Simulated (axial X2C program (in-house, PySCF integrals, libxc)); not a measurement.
# Testing model relations on O₂⁺

A bond curve at the CCSD(T) level, two-component, was computed with an in-house relativistic program for diatomic molecules (basis O dyall-av3z [7s6p3d2f] (cores contracted in-house)) for the state Ω = 1/2 (⟨Sz⟩ = -0.50, ⟨Lz⟩ = 1.00 at HF). Its fit gives Re = 1.1203 Å, ωe = 1909.8 cm⁻¹, ωexe = 15.1 cm⁻¹ and αe = 1.849e-02 cm⁻¹; the masses are 15.9949 and 15.9949 u. Two-component means X2C with spin–orbit coupling and atomic mean-field Coulomb and Gaunt terms.

Correlated methods: 11 electrons correlated (number of frozen shells: O 1 s), 197 virtual spin orbitals or spinors in MP2, 90 natural virtuals in coupled cluster.

(1) Find the reduced mass, Be and the force constant.

(2) Estimate De from a Morse curve and compare with the computed well depth of 6.408 eV to O+ + O.

(3) Estimate the centrifugal constant by the Kratzer relation.

(4) Where do the fundamental and the first overtone lie?

(5) A Morse curve ties αe to the other constants (Pekeris). How well does that hold?

One determinant describes the state; a PBE0 search over occupations chose it and may have missed a lower one. Dissociation energies refer to the lowest single-determinant-based atoms at the same level and basis. Coupled cluster ran in a truncated set of natural virtual spinors; the MP2 energy of the rest was added. (T) has no such correction and the atoms are truncated less, which lowers De at CCSD(T) by a hundredth of an eV or more.

Results:

(1) From the CCSD(T) values: μ = 7.9974 u. Be = 16.8576/(μ Re²) = 1.679 cm⁻¹. k = 5.8918×10⁻⁷ μ ωe² = 17.2 mdyn/Å.

(2) De(Morse) = ωe²/(4ωexe) = 7.487 eV against 6.408 eV computed, a ratio of 1.17. The extrapolation overshoots: the well softens faster than a Morse curve, or the lowest atomic limit lies below the one to which the curve heads.

(3) D = 4Be³/ωe² = 5.20e-06 cm⁻¹.

(4) ν(1←0) = ωe − 2ωexe = 1879.6 cm⁻¹; ν(2←0) = 2ωe − 6ωexe = 3729.0 cm⁻¹.

(5) αe(Morse) = 6Be²/ωe × (√(ωexe/Be) − 1) = 1.771e-02 cm⁻¹; the CCSD(T) curve gives 1.849e-02 cm⁻¹, a ratio of 0.96.
